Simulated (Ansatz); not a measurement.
Relaxation of BH$_{6}$Si (8 atoms, charge 0, multiplicity 2), to a largest force component of 0.03 eV/Å in at most 50 steps.

All numbers below come from UKS B3LYP-D4/def2-SVP (Ansatz).

```xyz
8
Properties=species:S:1:pos:R:3
B 0.005 -0.385 -0.494
H -0.011 0.179 1.824
H 1.078 0.114 -0.704
H -1.076 0.093 -0.714
Si -0.002 0.031 3.290
H -0.766 -1.189 3.671
H 1.409 -0.082 3.754
H -0.639 1.239 3.885
```

Q: Where does it end, and by what steps?

A: The run converged. The force dipped under the threshold on the way, but the program's further checks kept it going. After 17 steps the energy has fallen by 1.377 eV; H2 moved furthest, 1.20 Å. Parted: H2–Si5 (1.47 → 2.01 Å). Joined: B1–H2 (2.39 → 1.25 Å), B1–Si5 (3.81 → 2.13 Å).

```json
{"step": "0", "energy less start (eV)": "0.0000", "largest force component (eV/Å)": "0.525", "accepted": "yes"}
{"step": "1", "energy less start (eV)": "-0.0619", "largest force component (eV/Å)": "0.296", "accepted": "yes"}
{"step": "2", "energy less start (eV)": "-0.1295", "largest force component (eV/Å)": "0.346", "accepted": "yes"}
{"step": "3", "energy less start (eV)": "-0.1578", "largest force component (eV/Å)": "0.343", "accepted": "yes"}
{"step": "4", "energy less start (eV)": "-0.1930", "largest force component (eV/Å)": "0.267", "accepted": "yes"}
{"step": "5", "energy less start (eV)": "-0.2104", "largest force component (eV/Å)": "0.175", "accepted": "yes"}
{"step": "6", "energy less start (eV)": "-0.2412", "largest force component (eV/Å)": "0.268", "accepted": "yes"}
{"step": "7", "energy less start (eV)": "-0.3112", "largest force component (eV/Å)": "0.477", "accepted": "yes"}
{"step": "8", "energy less start (eV)": "-0.4247", "largest force component (eV/Å)": "0.655", "accepted": "yes"}
{"step": "9", "energy less start (eV)": "-0.7490", "largest force component (eV/Å)": "1.163", "accepted": "yes"}
{"step": "10", "energy less start (eV)": "-1.0503", "largest force component (eV/Å)": "1.124", "accepted": "yes"}
{"step": "11", "energy less start (eV)": "-1.2401", "largest force component (eV/Å)": "0.925", "accepted": "yes"}
{"step": "12", "energy less start (eV)": "-1.3150", "largest force component (eV/Å)": "0.248", "accepted": "yes"}
{"step": "13", "energy less start (eV)": "-1.3259", "largest force component (eV/Å)": "0.535", "accepted": "yes"}
{"step": "14", "energy less start (eV)": "-1.3726", "largest force component (eV/Å)": "0.101", "accepted": "yes"}
{"step": "15", "energy less start (eV)": "-1.3683", "largest force component (eV/Å)": "0.175", "accepted": "no"}
{"step": "16", "energy less start (eV)": "-1.3757", "largest force component (eV/Å)": "0.028", "accepted": "yes"}
{"step": "17", "energy less start (eV)": "-1.3768", "largest force component (eV/Å)": "0.030", "accepted": "yes"}
```

```xyz
8
Properties=species:S:1:pos:R:3
B -0.024 0.071 0.608
H 0.329 1.128 1.179
H 0.860 -0.622 0.170
H -1.162 0.037 0.212
Si 0.001 -0.097 2.735
H -0.455 -1.501 3.008
H 1.385 0.106 3.245
H -0.933 0.879 3.356
```

Whether the end is a true minimum wasn't checked by a vibrational analysis.

Run time: 48 s on 1 thread of Arm Neoverse V1 (shared host), peak memory 0.13 GiB.
